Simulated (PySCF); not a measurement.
## Frontier levels across methods

H₅NOSi.
Z-matrix (Å and degrees, PBE0-D3(BJ)/def2-SVP geometry), rows numbered from 1:
```
N 
Si  1  1.7210
O   2  1.6662  1  112.49
H   1  1.0125  2  123.43  3   -73.04
H   1  1.0119  2  121.05  3   129.38
H   2  1.4893  1  114.37  3   116.75
H   2  1.4959  1  104.31  3  -122.27
H   3  0.9622  2  114.84  1   -48.59
```

Basis pcSseg-2 throughout (PySCF), one geometry. Geometry: PBE0-D3(BJ)/def2-SVP, one conformer, isolated molecule.

Q: How do the orbital energies, the gap and the dipole change with the method?

A: 
```csv
method,kind,HOMO (eV),LUMO (eV),gap (eV),μ (D),SCF cycles
B97-2,global hybrid,-7.38,0.34,7.72,2.30,13
PBE0,global hybrid,-7.67,0.31,7.98,2.31,13
mPW1PW91,global hybrid,-7.69,0.31,8.00,2.31,13
BHandHLYP,global hybrid,-9.03,0.86,9.89,2.32,11
CAM-B3LYP,range-separated hybrid,-9.13,1.01,10.14,2.33,12
wB97X-D,range-separated hybrid,-9.60,2.04,11.63,2.33,14
LC-wPBE,range-separated hybrid,-10.55,2.21,12.76,2.34,14
```

The HOMO spans 3.17 eV, from B97-2 down to LC-wPBE, and the gap runs from 7.72 eV (B97-2) to 12.76 eV (LC-wPBE). Over the methods B97-2 (21 %), PBE0 (25 %), mPW1PW91 (25 %), BHandHLYP (50 %), a straight line through the gap against the share of exact exchange rises by 0.75 eV for each 10 % (correlation coefficient 1.000). The dipole ranges from 2.30 D (B97-2) to 2.34 D (LC-wPBE). This basis has no diffuse functions.

The vertical ΔSCF ionisation energy at CAM-B3LYP/def2-SVPD is 10.23 eV; −ε(HOMO) comes closest to it with LC-wPBE (10.55 eV).
